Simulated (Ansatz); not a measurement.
This Ansatz (a program for electronic structure) input (PBE/aug-cc-pVQZ) gives -56.51560 Eh with 218 basis functions. A basis named .json is the Basis Set Exchange file of that set (core-valence sets with the plain set on hydrogen).

Ansatz 0.2 input:
```yaml
crystal:
  periodic: [false, false, false]
  atoms:
    - {symbol: N, position_ang: [0.00224146, -0.00382052, 0.11155442]}
    - {symbol: H, position_ang: [-0.00202883, 0.95117179, -0.22808750]}
    - {symbol: H, position_ang: [0.80949996, -0.46442426, -0.29287493]}
    - {symbol: H, position_ang: [-0.82316134, -0.46000387, -0.25991854]}
basis:
  gaussian:
    orbitals: aug-cc-pVQZ
hamiltonian:
  xc: {name: PBE}
magnetization: {spin_polarized: false}
```

Change:
```diff
- orbitals: aug-cc-pVQZ
+ orbitals: aug-pcseg-1.json
```

What does the run give now?

-56.47907 Eh (PBE/aug-pcseg-1, 50 functions), a change of +36.53 mEh.
